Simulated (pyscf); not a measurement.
A first-order saddle from PySCF, ωB97X-D3(BJ)/def2-SVP:

```xyz
7

Zn     0.0585     0.8137     0.1674
H      0.8027    -0.3376    -1.2458
H      0.5662     2.1529     0.7405
N     -1.1344    -0.7534    -0.0296
H     -0.0427    -0.7683    -0.8915
H     -1.1933    -1.4602     0.7051
H     -2.0687    -0.6487    -0.4284
```

Surface: singlet, charge 0. Lowest wavenumbers (cm⁻¹): 1354i, 199, 406, 474, 537.

Q: Name the species on either side of this saddle.

A: ZnH₂ + ammonia (NH₃) ⇌ H₂N–ZnH + hydrogen (H₂), a four-centre exchange read from left to right: H–Zn, H–N broken and N–Zn, H–H formed. At ωB97M-D3(BJ)/def2-TZVP it lies +25.8 kcal/mol from the left side and +24.6 kcal/mol from the right (each side as separated species at their lowest minima found). On the reactant side the descent ends in an adduct with a N–Zn contact, 13.2 kcal/mol under the separated species and 37.5 kcal/mol under the saddle at ωB97X-D3(BJ)/def2-TZVP. What is counted as formed (N–Zn) is already present as a longer contact in the reactant adduct; forming that adduct is a step of its own. At the saddle there is also a short H–Zn contact that neither side keeps. One saddle was located; it need not be the lowest between these sides. Elements up to Kr have no core potential and no relativistic terms here.
